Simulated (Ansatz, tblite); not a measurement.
Cost and result up the ladder for SiO2⁻ (the lowest doublet isomer of a short search) (3 atoms). Charge -1, multiplicity 2. Geometry: PBE0-D4/def2-TZVPD.

```csv
atom,x (Å),y (Å),z (Å)
Si1,0.133,0.214,-0.265
O2,0.302,-1.283,-0.633
O3,-0.435,1.069,0.898
```

Ansatz on 4 threads of Intel Xeon on a shared host; xTB runs through tblite on one thread. Times are rough, summed over both states, and most runs start from the orbitals of an earlier one. No level here is sound enough to serve as a yardstick. The other state is a singlet.

The xTB rows come from tblite. Correlated methods freeze 7 core orbitals. The structure comes from a short search, and lower isomers may exist.

Run but left out: HF/def2-TZVPPD (neutral singlet: restricted singlet, unstable towards broken spin symmetry).

Correlated methods converge slowly with the basis.

Raw xTB energies of ions are shifted by several eV, and xTB has no spin-polarisation term.

```json
{"level": "GFN1-xTB", "functions": "17", "wall time": "0.008 s", "vertical IE (eV)": "6.42", "remarks": "–"}
{"level": "GFN2-xTB", "functions": "17", "wall time": "0.008 s", "vertical IE (eV)": "4.57", "remarks": "–"}
{"level": "PBE-D4/def2-TZVPD (with forces)", "functions": "123", "wall time": "3.4 s", "vertical IE (eV)": "2.69", "remarks": "HOMO above zero (-1 doublet), restricted SCF unstable in HF (singlet)"}
{"level": "r2SCAN-D4/def2-TZVPD", "functions": "123", "wall time": "5.2 s", "vertical IE (eV)": "2.84", "remarks": "HOMO above zero (-1 doublet), restricted SCF unstable in HF (singlet)"}
{"level": "PBE0-D4/def2-TZVPD", "functions": "123", "wall time": "6.3 s", "vertical IE (eV)": "2.91", "remarks": "restricted SCF unstable in HF (singlet)"}
{"level": "CCSD(T)/def2-TZVPPD", "functions": "128", "wall time": "23 s", "vertical IE (eV)": "2.64", "remarks": "large T1 (0.028) (singlet), restricted SCF unstable (singlet)"}
```
